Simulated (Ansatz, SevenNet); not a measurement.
Elastic constant C11 (GPa) of solids drawn from the class of elemental solids other than molecular ones, at two levels: the machine-learned potential SevenNet-0 (trained on PBE and PBE+U data), and r²SCAN (PAW; Ansatz, an electronic-structure program).

```csv
solid,SevenNet-0,r²SCAN,shift (%)
hcp Be,166,338,+104
fcc Au,143,172,+20
fcc Ag,104,124,+19.2
fcc Pb,38.0,50.5,+33
diamond,643,1112,+73
bcc Li,20.5,14.7,-28
fcc Pd,193,213,+10.4
hcp Zr,97.0,153,+58
fcc Pt,282,329,+16.7
fcc Ca,21.9,22.9,+4.6
```

The shifts run from -28 % to +104 %, with a median of +19.8 %.

Over all 10 rows r²SCAN is the larger in 9.

Ansatz's runs of these crystals have no spin polarisation. Meta-GGA and hybrid levels favour moments, which can bear on fcc Pd, fcc Pt.

Spin–orbit coupling is left out, also for the solids with elements from indium on (fcc Au, fcc Pb, fcc Pt); its size isn't shown.

Each level is taken at its own relaxed cell. Ansatz's density-functional and Hartree–Fock values are scalar-relativistic unless marked +SOC, with PAW data made under PBE.
